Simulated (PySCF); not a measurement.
Species: C4H5NO.
SMILES: `O=CNC1C=C1`

Torsions of this conformer, `[O:1]=[CH:2][NH:3][CH:4]1[CH:5]=[CH:6]1`: O1–C2–N3–C4 0°, C2–N3–C4–C5 150°.

The closed-shell ground state was solved at several levels (PySCF, density fitting, gas phase, non-relativistic). One conformer (not necessarily the lowest) at the GFN2-xTB geometry, without solvent, vibrations or thermal averaging.

```json
{"level": "B3LYP/pcJ-1", "basis functions": "212", "total energy (Eh)": "-285.3321", "HOMO (eV)": "-6.82", "LUMO (eV)": "-0.69", "gap (eV)": "6.13", "dipole (D)": "4.40"}
{"level": "PBE0/pcSseg-1", "basis functions": "127", "total energy (Eh)": "-284.9636", "HOMO (eV)": "-7.06", "LUMO (eV)": "-0.46", "gap (eV)": "6.60", "dipole (D)": "4.41"}
```

Question: Estimate the row for CAM-B3LYP/def2-SVPD, a basis of 163 functions; the other rows only guide the guess.

Answer: Total energy -284.9928 Eh, HOMO -8.50 eV, LUMO 0.56 eV, gap 9.06 eV, dipole 4.52 D.

Question: Over all these levels, which gives the widest orbital gap and which the narrowest?

Answer: CAM-B3LYP/def2-SVPD (range-separated hybrid) has the widest, 9.06 eV, and B3LYP/pcJ-1 (global hybrid, 20 % exact exchange) the narrowest, 6.13 eV. Functional and basis both differ between the two, so the spread mixes both effects.

Question: How far do the dipole and the HOMO energy spread over the levels?

Answer: The dipole runs from 4.40 to 4.52 D (mean 4.44 D) and the HOMO from -8.50 to -6.82 eV.
